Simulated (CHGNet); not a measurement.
CsCl-type TlBr

These are the machine-learned potential CHGNet 0.3.0 (trained on PBE and PBE+U data) values and carry that method's errors.

Cell (relaxed at this level):

```
TlBr
1.0
    4.04407     0.00000     0.00000
    0.00000     4.04407     0.00000
    0.00000     0.00000     4.04407
Tl Br
1 1
Cartesian
  0.00000   0.00000   0.00000
  2.02203   2.02203   2.02203
```

```yaml
lattice_constant_a: 4.044 Å
volume_per_atom: 33.07 Å³/atom
```

Measured, for comparison: lattice constant a 3.984 Å, equilibrium volume per atom 31.62 Å³/atom (temperature not stated, no zero-point or thermal correction; as tabulated in Du and Singh (2010), arXiv:1001.5458). Computed (rounded) less measured: lattice constant a +1.5 %, equilibrium volume per atom +4.6 %.

A machine-learned potential is trained on density-functional data: it inherits that level's misses and adds fitting errors of its own.

Note: negative: at this level the crystal gains energy by rearranging, so this bulk phase is not the stable one; the model gives imaginary modes for this phase (in the spectrum interpolated from a supercell); the model's elastic tensor is not positive definite here.
